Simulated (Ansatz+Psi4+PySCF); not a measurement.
Two shapes of doublet CO₂(+).

Shape 1:

```xyz
3

O     0.0000    0.0000   -1.1800
C     0.0000    0.0000    0.0000
O     0.0000    0.0000    1.1800
```

Shape 2:

```xyz
3

O     0.0000    0.0000   -1.2600
C     0.0000    0.0000    0.0000
O     0.0000    0.0000    1.1000
```

Basis set: cc-pVTZ (spherical functions). Left uncorrelated: 3 orbitals. Correlation on ROHF uses semicanonical orbitals with singles. Charge 1, multiplicity 2.

Computed with Ansatz (development build ahead of 0.2.0) and Psi4 1.11; each method stands on the lowest determinant of its kind that the runs found.

Q: Which shape is lower in energy, and by how much in each method?

A:

| method | E(2) − E(1) (eV) |
| --- | --- |
| ROHF | -0.581 |
| UHF | 0.066 |
| UHF-CCSD | 0.190 |
| ROHF-CCSD(T) | 0.219 |
| UHF-CCSD(T) | 0.223 |

The methods disagree on the order. Caution for ROHF, ROHF-CCSD(T): an unrestricted determinant lies well below; the determinant breaks the point group. Caution for UHF, UHF-CCSD, UHF-CCSD(T): the unrestricted determinant is spin contaminated. Caution for UHF-CCSD, ROHF-CCSD(T), UHF-CCSD(T): large amplitudes, a single reference is doubtful.
